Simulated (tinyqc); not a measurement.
CIS on RHF in the sto-6g basis, frozen core, for H2O, spin multiplicity 1, step by step (part 2 of 2). Computed by tinyqc, a small Python program that keeps every step (integrals from PySCF). Command: `OMP_NUM_THREADS=1 python tinyqc.py 23006 23007 out.jsonl` (the two numbers bound the seeds that draw the settings). One thread of a shared host (Intel(R) Xeon(R) Processor @ 2.60GHz), about 0.2 s of CPU time with the checks.

Geometry (angstrom):
```
atom         x          y         z
O     0.000000   0.000000  0.000000
H     0.000000   0.855000  0.554000
H     0.000000  -0.855000  0.554000
```

## CIS triplet states

CIS matrix A, triplet (hartree), order 2>6, 2>7, 3>6, 3>7, 4>6, 4>7, 5>6, 5>7:
$$\begin{pmatrix}
1.157861 & 0.000000 & 0.000000 & -0.097868 & -0.056799 & 0.000000 & 0.000000 & 0.000000 \\
0.000000 & 1.305046 & -0.097868 & 0.000000 & 0.000000 & 0.019093 & 0.000000 & 0.000000 \\
0.000000 & -0.097868 & 0.560913 & 0.000000 & 0.000000 & -0.053723 & 0.000000 & 0.000000 \\
-0.097868 & 0.000000 & 0.000000 & 0.692859 & -0.053723 & 0.000000 & 0.000000 & 0.000000 \\
-0.056799 & 0.000000 & 0.000000 & -0.053723 & 0.403249 & 0.000000 & 0.000000 & 0.000000 \\
0.000000 & 0.019093 & -0.053723 & 0.000000 & 0.000000 & 0.514592 & 0.000000 & 0.000000 \\
0.000000 & 0.000000 & 0.000000 & 0.000000 & 0.000000 & 0.000000 & 0.327152 & 0.000000 \\
0.000000 & 0.000000 & 0.000000 & 0.000000 & 0.000000 & 0.000000 & 0.000000 & 0.451546
\end{pmatrix}$$

Diagonalise A (1 hartree = 27.211386 eV); each vector has its largest component positive (the first on a tie).

triplet excitation energies (eV): [8.902262, 10.515577, 12.287200, 12.989535, 15.909383, 18.701587, 32.116453, 35.879185]

lowest vectors, order 2>6, 2>7, 3>6, 3>7, 4>6, 4>7, 5>6, 5>7:
$$\begin{pmatrix}
0.000000 & 0.097377 & 0.000000 & 0.000000 & 0.000000 & 0.173675 \\
0.000000 & 0.000000 & 0.000000 & 0.049941 & 0.124588 & 0.000000 \\
0.000000 & 0.000000 & 0.000000 & 0.580867 & 0.803503 & 0.000000 \\
0.000000 & 0.201962 & 0.000000 & 0.000000 & 0.000000 & 0.960721 \\
0.000000 & 0.974540 & 0.000000 & 0.000000 & 0.000000 & -0.216452 \\
0.000000 & 0.000000 & 0.000000 & 0.812465 & -0.582117 & 0.000000 \\
1.000000 & 0.000000 & 0.000000 & 0.000000 & 0.000000 & 0.000000 \\
0.000000 & 0.000000 & 1.000000 & 0.000000 & 0.000000 & 0.000000
\end{pmatrix}$$
